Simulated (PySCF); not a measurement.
## BP⁺, PBE0: how much the basis matters

PySCF, UKS reference; quartet, unpaired electrons σ ↑, π ↑↑; De to B⁺ + P without counterpoise correction.

```
        basis     relativity  functions  Re (Å)  ωe (cm⁻¹)  De (eV)  μ (D)
jorge-DZP-DKH  spin-free X2C         39   1.863        763     2.87  -1.73
  aug-pcseg-1  no relativity         50   1.855        770     2.82  -1.76
    def2-TZVP  no relativity         68   1.846        779     3.01  -1.58
  def2-TZVPPD  no relativity         85   1.846        779     3.01  -1.57
```

(1) How does each smaller set differ from the one with most functions, def2-TZVPPD?

A positive dipole points towards P; it is taken about the centre of mass and depends on that origin. For an ion De counts to the pair picked by the measured ionisation energies or electron affinities, which need not be the lowest pair at this level. The state is the lowest determinant that a PBE0 search found; another state may lie lower at other levels.

Results:

(1) jorge-DZP-DKH: +1.7 pm, -2.1 % in ωe, -0.14 eV in De; aug-pcseg-1: +0.9 pm, -1.2 % in ωe, -0.19 eV in De; def2-TZVP: +0.0 pm, +0.0 % in ωe, +0.00 eV in De. All at PBE0; the set with most functions is neither the basis-set limit nor always the best. The rows treat relativity differently, so the differences are not basis effects alone.
